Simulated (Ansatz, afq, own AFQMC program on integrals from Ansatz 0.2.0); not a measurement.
**NS, doublet in cc-pVDZ, levels against CCSDT(Q)**

```csv
atom,x (Å),y (Å),z (Å)
N,0.0000,0.0000,0.0000
S,0.0000,0.0000,1.2080
```

Basis cc-pVDZ. Only valence electrons are correlated. Ansatz 0.2.0 and our own AFQMC program on the same integrals; the CISD trial comes from CCSD amplitudes, and released means the phaseless constraint is let go. ± is one standard error of the sampling.

Determinant: UHF, the one that the program's search chose, which needn't be the lowest solution. The geometry is a point of a scan.

No full CI on the walks' own integrals is used here; CCSDT(Q) serves as the reference and is uncertain by about the last step of the cluster series.

The T1 diagnostic is 0.0113, the weight of the determinant in the CISD state is 0.900 and the ⟨S²⟩ of the determinant is 0.763. The size of the correlated space is 11 electrons in 26 orbitals.

Reference: CCSDT(Q), correlation energy -7.506 eV. The released energy is read at 2.40 1/Eh (meV from the phaseless value at times in 1/Eh: -11 ± 15 at 0.24, -24 ± 14 at 0.51, -39 ± 12 at 0.99, -25 ± 12 at 1.62, -20 ± 18 at 2.40).

```
         level  E − E(reference) (kJ/mol)  share of correlation (%)
            HF                      724.2                      0.00
           MP2                       70.9                     90.22
          CCSD                       24.9                     96.57
       CCSD(T)                        3.2                     99.56
         CCSDT                        2.1                     99.71
 ph-AFQMC/CISD                  2.0 ± 1.2                     99.73
released AFQMC                  0.1 ± 1.8                     99.99
```

A walk keeps the symmetry of its determinant, which the program's search chose and which needn't be the lowest solution, so a lower state of the same spin and another symmetry isn't excluded. Released energies are given only where the last usable release times agree within the noise; a slower fall can still hide under it.
